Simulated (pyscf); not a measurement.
Optimised with ωB97X-D3(BJ)/def2-SVP in PySCF. MP2 and CC: frozen core, UHF for open shells. ΔMP2 is the change of the MP2 total energy from the triple- to the quadruple-zeta basis.

### Question
For HS–GeH₃ + H• → SH• + GeH₄, a substitution at Ge (doublet surface; Ge–S broken, Ge–H formed), PBE/def2-TZVP gives ΔE‡ = 2.0 kcal/mol and ΔE = -5.3 kcal/mol (zero: the separated reactants). In which direction and how far do M06-2X/def2-TZVP, ωB97M-D3(BJ)/def2-TZVP, CCSD(T)/def2-TZVPP + ΔMP2(QZVPP) move these?

### Answer
M06-2X: ΔE‡ = 9.7 kcal/mol, ΔE = -5.4 kcal/mol; ωB97M-D3(BJ): ΔE‡ = 10.0 kcal/mol, ΔE = -8.3 kcal/mol; CCSD(T): ΔE‡ = 9.8 kcal/mol, ΔE = -9.0 kcal/mol. PBE's barrier lies under all of them, by 7.7 to 8.0 kcal/mol. Its reaction energy matches one of them and lies within 3.7 kcal/mol of the others. Low barriers are usual for a GGA, whose delocalisation error favours stretched bonds. The same reactants have a lower exit, to HS–GeH₂• + H₂ (barrier +2.7 kcal/mol at ωB97M-D3(BJ)/def2-TZVP, against +10.0 kcal/mol here). One saddle was located; it need not be the lowest between these sides. The angle at the attacked Ge is 162°. The CCSD(T) − MP2 part came from Ansatz, without density fitting, on the same reference. The frozen core leaves the outer d or s,p core shells of the metals and heavy elements correlated in the MP2 and CC values, and def2-TZVPP describes them poorly, which can shift differences by a few kcal/mol. Left out: the spin-orbit lowering of SH. Elements up to Kr have no core potential and no relativistic terms here.
